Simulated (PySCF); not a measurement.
**Nitrogen: a sound run and one with changed settings**

Sound run: N [He] 2s2 2p3, N+ [He] 2s2 2p2. All numbers are calculated (PySCF 2.14, the non-relativistic Hamiltonian (point nucleus), in aug-cc-pVDZ (4s3p2d, 23 functions)). In the sound run the correlated levels freeze 1s2. The sound run starts from symmetry-adapted Hartree-Fock orbitals and uses a fine grid where one is needed.

Changed run: basis STO-3G. This setting is unsound on purpose.

| species | method | sound run (hartree) | changed run (hartree) | converged |
| --- | --- | --- | --- | --- |
| N | UHF | -54.39318 | -53.71901 | yes |
| N | TPSS | -54.60359 | -53.90572 | yes |
| N | M06-L | -54.59201 | -53.88929 | yes |
| N | MP2 | -54.46817 | -53.71901 | yes |
| N+ | UHF | -53.88126 | -53.24264 | yes |
| N+ | TPSS | -54.06411 | -53.41212 | yes |
| N+ | M06-L | -54.04573 | -53.37747 | yes |
| N+ | MP2 | -53.93610 | -53.25331 | yes |
| N+ | CCSD(T) | -53.95937 | -53.26332 | yes |

Ionisation energy of N:

```json
{"method": "UHF", "sound run (eV)": "13.930", "changed run (eV)": "12.963"}
{"method": "TPSS", "sound run (eV)": "14.680", "changed run (eV)": "13.432"}
{"method": "M06-L", "sound run (eV)": "14.865", "changed run (eV)": "13.927"}
{"method": "MP2", "sound run (eV)": "14.478", "changed run (eV)": "12.672"}
{"method": "SCS-MP2", "sound run (eV)": "14.260", "changed run (eV)": "12.614"}
```

A minimal basis cannot let orbitals breathe on ionisation and holds almost no correlation.

For comparison, NIST gives 14.534 eV between the lowest levels.
